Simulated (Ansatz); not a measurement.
Si–NH2⁺, triplet: the ladder up to UCCSDT(Q)

Geometry: that of the Si–NH2, doublet, kept fixed. The singlet lies 3.3 eV lower here.

```
atom   x (Å)    y (Å)    z (Å)
  Si  0.0000   0.0000   0.6455
   N  0.0000   0.0000  -1.0599
   H  0.0000   0.8350  -1.6290
   H  0.0000  -0.8350  -1.6290
```

Basis cc-pVDZ; Ansatz 0.2.0. Correlated methods freeze the noble-gas cores, which leaves 10 electrons in 36 orbitals. R marks a restricted (for open shells ROHF) determinant, U an unrestricted one. Active spaces: valence = (10e, 10o) chosen from the atoms' valence shells.

Full CI isn't at hand for all of this; UCCSDT(Q) serves as the reference, and is uncertain by about the last step of the cluster series. The frozen core follows each run's orbitals, which can shift R against U totals by a few meV.

For open shells CISD is restricted-active-space CI with the open shells as a complete middle space.

The UHF ⟨S²⟩ is 2.028. The T1 diagnostic (RCCSD) is 0.0342, the largest doubles amplitude (RCCSD) is 0.074 and the T1 diagnostic (UCCSD) is 0.0256.

| level | E − E(RHF) (eV) |
| --- | --- |
| UHF | -0.0653 |
| RMP2 | -5.8493 |
| UMP2 | -5.8836 |
| RCCSD | -6.3686 |
| UCCSD | -6.3705 |
| RCCSD(T) | -6.5861 |
| UCCSD(T) | -6.5859 |

Task: Estimate how far UCCSDT(Q) in cc-pVDZ lies from RCCSD(T). The table doesn't fix it; the size of (T) and the diagnostics are the guide.

Result: UCCSDT(Q) in cc-pVDZ lies 4.8 kJ/mol below RCCSD(T), which is 23 % of the (T) step (-21.0 kJ/mol). T1 is raised, but (T) still catches most of what CCSD lacks. The miss exceeds 1 kcal/mol.

The other levels:

```csv
level,E − E(UCCSDT(Q)) (kJ/mol),share of correlation (%),wall time
CISD,63.9,90.02,2.3 s
BCCD(T),5.2,99.19,4.3 s
RCCSDT,2.3,99.64,–
UCCSDT,2.3,99.65,–
RCCSDT(Q),0.4,99.94,20 s
CASSCF (valence space),327.2,48.90,–
NEVPT2 (valence space),85.4,86.67,7.5 s
MRCISD (valence space),21.3,96.67,–
MRCISD+Q (valence space),6.9,98.92,11 s
```

The correlation energy at UCCSDT(Q), counted from RHF, is -6.636 eV. That run took 22 s on 1 thread of Arm Neoverse V1, shared host.

Times hold each run's SCF and search for its determinant on a shared host, so for small cases they say little of a method's own cost; they ran on 1 thread of Arm Neoverse V1.

Natural occupations of CASSCF (valence space) about the gap: 1.977 1.973 1.957 1.003 1.000 0.042 0.024 0.022 0.020; effectively unpaired electrons, Σ n²(2−n)², 2.03.
